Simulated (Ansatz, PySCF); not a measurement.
sulfur dioxide (O₂S), SMILES O=S=O. Atoms are numbered in the order given.

```xyz
3

O      0.0000    -1.2308    -0.3637
S      0.0000     0.0000     0.3637
O      0.0000     1.2308    -0.3637
```
Charge 0, spin multiplicity 1.

Coordinates come from a ωB97X-D3(BJ)/def2-TZVP optimisation.

Vertical ionisation energy (IE) and electron affinity (EA) in eV. Rows of orbital energies are one-electron estimates. Where ΔSCF, EOM or ADC give a negative EA the extra electron is unbound and the value depends on the basis.

| level | IE | EA |
|---|---|---|
| −ε(HOMO), −ε(LUMO), HF/def2-TZVPD (PySCF) | 13.55 | -0.20 |
| −ε(HOMO), −ε(LUMO), PBE/def2-TZVPD (PySCF) | … | … |
| ΔSCF, PBE0/def2-TZVPD (Ansatz), final states of multiplicity 2 and 2 | 12.42 | 0.95 |
| ΔSCF, PBE/def2-TZVPD (Ansatz), final states of multiplicity 2 and 2 | 12.14 | 0.75 |

**Question.** What belongs in the gaps? (Estimate from the structure and the level; the computed values follow.)

**Answer.** 
- −ε(HOMO), −ε(LUMO), PBE/def2-TZVPD (PySCF), IE: 8.08
- −ε(HOMO), −ε(LUMO), PBE/def2-TZVPD (PySCF), EA: 4.40

**Question.** What vertical singlet–triplet gap does ΔSCF give with PBE0/def2-TZVPD (Ansatz, an electronic-structure program) and with PBE/def2-TZVPD (Ansatz)? (The exact figures need the calculation; the answer reports its results.)

**Answer.** 3.12 and 3.19 eV (triplet above singlet where positive).
